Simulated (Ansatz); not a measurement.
# Si₂H₆O: one species, many methods

One table from this session's results is given with a row withheld; the runs are named, their logs left out.

Program: Ansatz 0.2.0, Gaussian basis. Level of theory: functionals in def2-TZVPP, the program's frozen cores in correlated methods. These are calculated values, not measurements.

The runs, in order: LDA (SPW92), PBE-D4, revPBE-D4, BLYP-D4, r2SCAN-D4, B97M-V, PBE0-D4, B3LYP-D4, r2SCANh-D4, r2SCAN0-D4, HSE06-D4, BHLYP-D4, CAM-B3LYP-D4, LC-ωPBE, ωB97X-V, ωB97M-V, B2PLYP, PBE-QIDH; CCSD(T)/def2-SVP; CCSD(T)/def2-TZVPP; CCSD(T)/def2-QZVPP; extrapolation to the limit; RPA on PBE.

## The geometry

An earlier PBE0-D4 in a triple-zeta def2 set relaxation fixed the geometry.

SMILES `O[SiH2][SiH3]`, 9 atoms, charge 0, spin multiplicity 1.

Atoms are counted from 1 here; the program's logs count them from 0.

Bond lengths: O1–Si2 1.654 Å, O1–H4 0.958 Å, Si2–Si3 2.348 Å, Si2–H5 1.493 Å, Si2–H6 1.484 Å, Si3–H7 1.489 Å, Si3–H8 1.491 Å, Si3–H9 1.488 Å. Angles: Si2–O1–H4 117.6°, O1–Si2–Si3 112.4°, O1–Si2–H5 111.3°, O1–Si2–H6 105.5°, Si3–Si2–H5 108.5°, Si3–Si2–H6 110.6°, H5–Si2–H6 108.5°, Si2–Si3–H7 110.0°, Si2–Si3–H8 110.1°, Si2–Si3–H9 111.4°, H7–Si3–H8 108.3°, H7–Si3–H9 108.8°, H8–Si3–H9 108.2°.

Set-up of the first run:

The input, in.yaml:

```yaml
crystal:
  periodic: [false, false, false]
  atoms:
    - {symbol: O, position_ang: [-1.609011, 1.039912, -0.762026]}
    - {symbol: Si, position_ang: [0.004768, 0.933111, -0.415901]}
    - {symbol: Si, position_ang: [0.544166, -1.038426, 0.738615]}
    - {symbol: H, position_ang: [-1.996565, 0.341446, -1.290755]}
    - {symbol: H, position_ang: [0.830649, 0.994491, -1.657769]}
    - {symbol: H, position_ang: [0.311408, 2.125165, 0.412986]}
    - {symbol: H, position_ang: [2.012905, -1.104762, 0.974460]}
    - {symbol: H, position_ang: [0.146239, -2.228223, -0.066242]}
    - {symbol: H, position_ang: [-0.155958, -1.109114, 2.049534]}
basis:
  gaussian: {orbitals: def2-TZVPP}
hamiltonian: {xc: lda}
output: {orbitals: {seedname: orbitals}}
```

The run is started by

```
$ ansatz run in.yaml --threads 2 --pin off --events-out ev --progress --plain --max-ram 22528MiB --backend cpu
```

Among the steps run: LDA; PBE-D4 (GGA); revPBE-D4 (GGA); BLYP-D4 (GGA); r2SCAN-D4 (meta-GGA); B97M-V (meta-GGA); B3LYP-D4 (hybrid); r2SCANh-D4 (hybrid); r2SCAN0-D4 (hybrid); HSE06-D4 (hybrid); BHLYP-D4 (hybrid); CAM-B3LYP-D4 (range-separated); LC-ωPBE (range-separated); ωB97X-V (range-separated); ωB97M-V (range-separated); B2PLYP (double hybrid); PBE-QIDH (double hybrid).

One table of the session follows, with a row left open; its other results are not shown here.

It belongs to the step «Orbital energies across the functionals». 

| functional | HOMO (eV) | gap (eV) |
| --- | --- | --- |
| LDA (SPW92) | -6.72 | 5.19 |
| PBE-D4 | -6.63 | 5.30 |
| revPBE-D4 | ? | ? |
| BLYP-D4 | -6.53 | 5.33 |
| r2SCAN-D4 | -6.92 | 5.94 |
| B97M-V | -7.05 | 5.82 |
| PBE0-D4 | -7.86 | 7.39 |
| B3LYP-D4 | -7.67 | 6.98 |
| r2SCANh-D4 | -7.37 | 6.68 |
| r2SCAN0-D4 | -8.04 | 7.78 |
| HSE06-D4 | -7.47 | 6.62 |
| BHLYP-D4 | -8.99 | 9.39 |
| CAM-B3LYP-D4 | -9.18 | 9.70 |
| LC-ωPBE | -10.47 | 12.17 |
| ωB97X-V | -10.16 | 11.71 |
| ωB97M-V | -9.94 | 11.16 |

Q: Estimate the row for revPBE-D4 from the others.

**Answer.** HOMO (eV): -6.60; gap (eV): 5.36. In the column «HOMO (eV)» it lies between PBE-D4 (-6.63) and BLYP-D4 (-6.53).
